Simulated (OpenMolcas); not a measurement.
How methods differ on SiH4S (Si(SH)H3)

SiH4S: 6 atoms, total charge 0, spin state singlet. As SMILES, `[H][Si]([H])([H])S`. Geometry: relaxed at GFN2-xTB.

Quantity: the vertical ionisation energy (to the doublet cation), in eV. The values are calculated.

```tsv
level	kind	program	value (eV)	less FCI/STO-3G	CPU time (all runs)
HF/STO-3G	Hartree–Fock	OpenMolcas	5.65	-0.07	3.5 s
SVWN5/STO-3G	LDA	OpenMolcas	6.71	+0.99	11 s
PBE/STO-3G	GGA	OpenMolcas	6.74	+1.02	13 s
r2SCAN/STO-3G	meta-GGA	OpenMolcas	6.81	+1.09	18 s
B3LYP/STO-3G	global hybrid	OpenMolcas	6.87	+1.15	15 s
M06-2X/STO-3G	hybrid meta-GGA	OpenMolcas	6.96	+1.24	17 s
PBE0/STO-3G	global hybrid	OpenMolcas	6.82	+1.10	13 s
FCI/STO-3G, open shells restricted	exact in the basis	OpenMolcas	5.72	0.00	1.8 min
```

FCI/STO-3G, open shells restricted is exact within its basis and frozen core, so for wave-function methods in that basis the difference is their error; functionals converge differently with the basis, so for them it is only a difference. The values span 5.65 to 6.96 eV. All rows use very small basis sets, so even the best lies far from the true value. Times are those of the runs behind each value, whatever else they computed, on shared processors of several kinds: orders of magnitude only.
